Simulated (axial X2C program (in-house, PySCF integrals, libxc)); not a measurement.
## Low determinants of PN⁻ at the PBE0 level, with spin–orbit coupling

All values were computed with an axial X2C code built on PySCF integrals. Two-component (2c) means X2C with spin–orbit coupling and atomic mean-field two-electron Coulomb and Gaunt terms. Basis: P dyall-av3z [9s8p3d2f], N dyall-av3z [7s7p3d2f] (cores contracted in-house); Gaussian nuclei, density fitting, unrestricted open shells. Masses: P 30.974 u, N 14.003 u.

Search at 1.542 Å (vertical energies from the lowest determinant):

```
ΔE (eV)    state  electrons beyond evenly filled partner blocks  electrons in ±ω = 1/2, 3/2, 5/2, 7/2
   0.00  Ω = 1/2                                        ω = 1/2                              19 4 0 0
   0.01  Ω = 3/2                                        ω = 3/2                              18 5 0 0
   3.03  Ω = 5/2                          ω = -1/2, 2 × ω = 3/2                              19 4 0 0
   3.05  Ω = 1/2                          2 × ω = -1/2, ω = 3/2                              18 5 0 0
   4.12  Ω = 3/2                                        ω = 3/2                              20 3 0 0
   4.15  Ω = 5/2                           2 × ω = 1/2, ω = 3/2                              18 5 0 0
   4.85  Ω = 5/2                                        ω = 5/2                              18 4 1 0
```

Lowest determinant, Ω = 1/2 (⟨Sz⟩ = -0.50, ⟨Lz⟩ = 1.00 at PBE0): Re = 1.539 Å, ωe = 1181.0 cm⁻¹.

The determinant in row 2 of the search, Ω = 3/2 (⟨Sz⟩ = 0.50, ⟨Lz⟩ = 1.00 at PBE0), was followed along the bond at PBE0; measured from the minimum of the lowest determinant it gives:

Te = 0.014 eV (112 cm⁻¹), Re = 1.539 Å, ωe = 1182.4 cm⁻¹.

Problem. Compare the bond of the determinant in row 2 with that of the lowest one.

Solution. At PBE0 its Re is the same within 0.001 Å and its force constant, which goes as ωe², is 1.00 times that of the lowest determinant. T0 ≈ Te + Δωe/2 = 112 + (1) = 113 cm⁻¹.

The search compares states at one distance, so a state with another bond length can lie lower; it is not exhaustive and yields mostly the lowest determinant of each block pattern, so other components and higher states of one pattern are missing. These are energies of single determinants, not of spin-adapted states; PBE0 term energies can be off by some tenths of an eV, and the functional has no current term. For an anion, determinants above electron detachment are held by the basis set. Row 1 has a positive highest level at its minimum. Row 2 has a positive highest level at its minimum.
